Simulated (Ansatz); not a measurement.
Isolated molecules relaxed with PBE0-D4/def2-TZVP in Ansatz; ΔE leaves out vibrations. CCSD(T)/CBS adds triple-zeta CCSD(T) − MP2 to the extrapolated MP2 energy (def2 sets, frozen cores). This one scheme is used for every species, atoms too. DFT in def2-TZVPP. B3LYP here is the variant with VWN-RPA as its local correlation; programs differ in this. No spin–orbit coupling; open shells (•) take unrestricted orbitals. Spin–orbit coupling would lower the free atoms: a little for C, F. One conformer a species, not always the lowest.

`C=NC(=N)F` → 2 C• + F• + 3 H• + 2 N•  (atomization)

`C=NC(=N)F`:

Cartesian coordinates in Å:
```
C 0.476 -1.025 -0.863
N 0.494 0.158 -0.413
C -0.405 0.514 0.592
N -0.500 1.637 1.129
F -1.230 -0.457 1.001
H 1.185 -1.285 -1.647
H -0.208 -1.799 -0.510
H 0.189 2.257 0.711
```

Q: What is ΔE at CCSD(T)/CBS? (An estimate is asked.)

A: The calculation gave: +776.9 kcal/mol.

Q: What do these levels give: revPBE-D4, BLYP-D4, B97M-V, PBE0-D4, B3LYP-D4, r2SCAN, PBE0, r2SCANh, LC-ωPBE, CCSD/def2-SVP, HF/def2-TZVPP, MP2/def2-QZVPP? (An estimate is asked.)

A: The calculation gave: revPBE-D4 794.2, BLYP-D4 798.3, B97M-V 781.8, PBE0-D4 788.6, B3LYP-D4 785.7, r2SCAN 780.3, PBE0 786.1, r2SCANh 770.1, LC-ωPBE 782.3, CCSD/def2-SVP 718.2, HF/def2-TZVPP 502.5, MP2/def2-QZVPP 789.8 kcal/mol.

Largest T1 diagnostic among the species: 0.014.

In def2-TZVPP, CCSD(T) changes the Hartree–Fock value by +248.8 kcal/mol (the triples alone add +19.2 kcal/mol) and MP2 by +272.1 kcal/mol; breaking electron pairs costs correlation energy, which Hartree–Fock lacks. From r2SCAN to r2SCAN0 (25 % exact exchange), in def2-TZVPP and without D4, ΔE moves by −24.8 kcal/mol: exact exchange takes away binding that semilocal exchange gives to molecules. Leaving LDA and LC-ωPBE aside and taking each functional with its dispersion term where it has one, the values, not all of them listed here, spread over 80.4 kcal/mol, from BHLYP-D4 to PBE-D4. LDA lies +114.0 kcal/mol from PBE without D4, its usual overbinding.

For atomizations the MP2-based limit and the directly extrapolated one differ by several kJ/mol either way, and by 10 to 25 for some Ge, Se and Sn compounds, so smaller differences from it don't rank the levels.
